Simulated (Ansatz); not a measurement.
Ansatz (an electronic-structure program) input (B3LYP/6-31G*):

Ansatz 0.2 input:
```yaml
crystal:
  periodic: [false, false, false]
  atoms:
    - {symbol: O, position_ang: [0.01426098, -0.00942648, 0.61103147]}
    - {symbol: C, position_ang: [-0.02230887, 0.17995911, -0.61114399]}
    - {symbol: H, position_ang: [0.01976538, -1.00434289, -1.22138788]}
basis:
  gaussian:
    orbitals: 6-31G*
hamiltonian:
  xc: {name: B3LYP}
total_charge: -1
phonons: {temperatures: {t_min: 298.15, t_max: 298.15, t_step: 100}}
```

Output:

```
Functional definition: B3LYP
integrals: 0.00 GiB planned
333 factors; integrals over basis functions are off by at most 4.5e-4 eV
mean field: 0.07 GiB planned
mean field evaluation 1: about -3095.4263 eV, gradient 2.9e1 eV
mean field evaluation 2: about -3091.8373 eV, gradient 5.5e1 eV
mean field evaluation 4: about -3097.3644 eV, gradient 2.3e0 eV
mean field evaluation 8: about -3097.3761 eV, gradient 3.6e-2 eV
mean field -3097.37611259 eV, -113.8264726609 hartree, gradient 1.6e-5 eV, S^2 0.000000; 0 other end points of the search recorded, 0 dependent functions left out
the calculation of the forces begins
reference -3097.37623452 eV, -113.8264771414 hartree; 8, 8 occupied and 24, 24 virtual orbitals, 333 factors
these checks for a lower state are left out or cut short: stability, starts, cluster_reference, orbital_swaps, neighbouring_geometries, increment
integrals: 0.00 GiB planned
333 factors; integrals over basis functions are off by at most 4.5e-4 eV
mean field: 0.07 GiB planned
mean field evaluation 16: about -3097.3771 eV, gradient 1.3e-1 eV
mean field -3097.37609194 eV, -113.8264719020 hartree, gradient 2.7e-6 eV, S^2 0.000000; 0 other end points of the search recorded, 0 dependent functions left out
the calculation of the forces begins
reference -3097.37621391 eV, -113.8264763843 hartree; 8, 8 occupied and 24, 24 virtual orbitals, 333 factors
these checks for a lower state are left out or cut short: stability, starts, cluster_reference, orbital_swaps, neighbouring_geometries, increment
integrals: 0.00 GiB planned
333 factors; integrals over basis functions are off by at most 4.5e-4 eV
mean field: 0.07 GiB planned
mean field -3097.37609172 eV, -113.8264718939 hartree, gradient 2.7e-6 eV, S^2 0.000000; 0 other end points of the search recorded, 0 dependent functions left out
the calculation of the forces begins
reference -3097.37621360 eV, -113.8264763726 hartree; 8, 8 occupied and 24, 24 virtual orbitals, 333 factors
these checks for a lower state are left out or cut short: stability, starts, cluster_reference, orbital_swaps, neighbouring_geometries, increment
integrals: 0.00 GiB planned
333 factors; integrals over basis functions are off by at most 4.5e-4 eV
mean field: 0.07 GiB planned
mean field evaluation 32: about -3097.3760 eV, gradient 1.1e-4 eV
mean field -3097.37600583 eV, -113.8264687374 hartree, gradient 1.3e-6 eV, S^2 0.000000; 0 other end points of the search recorded, 0 dependent functions left out
the calculation of the forces begins
reference -3097.37612783 eV, -113.8264732206 hartree; 8, 8 occupied and 24, 24 virtual orbitals, 333 factors
these checks for a lower state are left out or cut short: stability, starts, cluster_reference, orbital_swaps, neighbouring_geometries, increment
integrals: 0.00 GiB planned
333 factors; integrals over basis functions are off by at most 4.5e-4 eV
mean field: 0.07 GiB planned
mean field -3097.37600759 eV, -113.8264688021 hartree, gradient 1.6e-6 eV, S^2 0.000000; 0 other end points of the search recorded, 0 dependent functions left out
the calculation of the forces begins
reference -3097.37612944 eV, -113.8264732799 hartree; 8, 8 occupied and 24, 24 virtual orbitals, 333 factors
these checks for a lower state are left out or cut short: stability, starts, cluster_reference, orbital_swaps, neighbouring_geometries, increment
integrals: 0.00 GiB planned
333 factors; integrals over basis functions are off by at most 4.5e-4 eV
mean field: 0.07 GiB planned
mean field -3097.37605470 eV, -113.8264705333 hartree, gradient 1.5e-6 eV, S^2 0.000000; 0 other end points of the search recorded, 0 dependent functions left out
the calculation of the forces begins
reference -3097.37617656 eV, -113.8264750114 hartree; 8, 8 occupied and 24, 24 virtual orbitals, 333 factors
these checks for a lower state are left out or cut short: stability, starts, cluster_reference, orbital_swaps, neighbouring_geometries, increment
integrals: 0.00 GiB planned
333 factors; integrals over basis functions are off by at most 4.5e-4 eV
mean field: 0.07 GiB planned
mean field -3097.37605538 eV, -113.8264705584 hartree, gradient 2.9e-6 eV, S^2 0.000000; 0 other end points of the search recorded, 0 dependent functions left out
the calculation of the forces begins
reference -3097.37617737 eV, -113.8264750413 hartree; 8, 8 occupied and 24, 24 virtual orbitals, 333 factors
these checks for a lower state are left out or cut short: stability, starts, cluster_reference, orbital_swaps, neighbouring_geometries, increment
integrals: 0.00 GiB planned
333 factors; integrals over basis functions are off by at most 4.5e-4 eV
mean field: 0.07 GiB planned
mean field evaluation 64: about -3097.3760 eV, gradient 5.3e-7 eV
mean field -3097.37601871 eV, -113.8264692109 hartree, gradient 5.3e-7 eV, S^2 0.000000; 0 other end points of the search recorded, 0 dependent functions left out
the calculation of the forces begins
reference -3097.37614054 eV, -113.8264736880 hartree; 8, 8 occupied and 24, 24 virtual orbitals, 333 factors
these checks for a lower state are left out or cut short: stability, starts, cluster_reference, orbital_swaps, neighbouring_geometries, increment
integrals: 0.00 GiB planned
333 factors; integrals over basis functions are off by at most 4.5e-4 eV
mean field: 0.07 GiB planned
mean field -3097.37601734 eV, -113.8264691603 hartree, gradient 6.4e-7 eV, S^2 0.000000; 0 other end points of the search recorded, 0 dependent functions left out
the calculation of the forces begins
reference -3097.37613935 eV, -113.8264736442 hartree; 8, 8 occupied and 24, 24 virtual orbitals, 333 factors
these checks for a lower state are left out or cut short: stability, starts, cluster_reference, orbital_swaps, neighbouring_geometries, increment
integrals: 0.00 GiB planned
333 factors; integrals over basis functions are off by at most 4.5e-4 eV
mean field: 0.07 GiB planned
mean field -3097.37609711 eV, -113.8264720920 hartree, gradient 2.3e-6 eV, S^2 0.000000; 0 other end points of the search recorded, 0 dependent functions left out
the calculation of the forces begins
reference -3097.37621905 eV, -113.8264765731 hartree; 8, 8 occupied and 24, 24 virtual orbitals, 333 factors
these checks for a lower state are left out or cut short: stability, starts, cluster_reference, orbital_swaps, neighbouring_geometries, increment
integrals: 0.00 GiB planned
333 factors; integrals over basis functions are off by at most 4.5e-4 eV
mean field: 0.07 GiB planned
mean field -3097.37609665 eV, -113.8264720748 hartree, gradient 2.1e-6 eV, S^2 0.000000; 0 other end points of the search recorded, 0 dependent functions left out
the calculation of the forces begins
reference -3097.37621855 eV, -113.8264765548 hartree; 8, 8 occupied and 24, 24 virtual orbitals, 333 factors
these checks for a lower state are left out or cut short: stability, starts, cluster_reference, orbital_swaps, neighbouring_geometries, increment
integrals: 0.00 GiB planned
333 factors; integrals over basis functions are off by at most 4.5e-4 eV
mean field: 0.07 GiB planned
mean field -3097.37610495 eV, -113.8264723800 hartree, gradient 1.3e-6 eV, S^2 0.000000; 0 other end points of the search recorded, 0 dependent functions left out
the calculation of the forces begins
reference -3097.37622689 eV, -113.8264768612 hartree; 8, 8 occupied and 24, 24 virtual orbitals, 333 factors
these checks for a lower state are left out or cut short: stability, starts, cluster_reference, orbital_swaps, neighbouring_geometries, increment
integrals: 0.00 GiB planned
333 factors; integrals over basis functions are off by at most 4.5e-4 eV
mean field: 0.07 GiB planned
mean field evaluation 96: about -3097.3761 eV, gradient 3.6e-5 eV
mean field -3097.37610449 eV, -113.8264723631 hartree, gradient 2.5e-6 eV, S^2 0.000000; 0 other end points of the search recorded, 0 dependent functions left out
the calculation of the forces begins
reference -3097.37622639 eV, -113.8264768430 hartree; 8, 8 occupied and 24, 24 virtual orbitals, 333 factors
Total energy: -3097.37623452 eV, -113.8264771414 hartree
Atom 0 at     0.014261    -0.009426     0.611031 Å, force    -0.000012    -0.000062    -0.000647 eV/Å
Atom 1 at    -0.022309     0.179959    -0.611144 Å, force     0.000006     0.000123     0.000511 eV/Å
Atom 2 at     0.019765    -1.004343    -1.221388 Å, force     0.000006    -0.000061     0.000136 eV/Å
Dipole moment:     0.005653     0.055408     0.365634 e Å
Vibrations: 1035.44 1299.24 1734.37 cm⁻¹, zero-point energy 0.252248 eV
```

The blocks after the first are displaced geometries, from whose forces the wavenumbers follow.

The dipole moment of an ion depends on the origin.
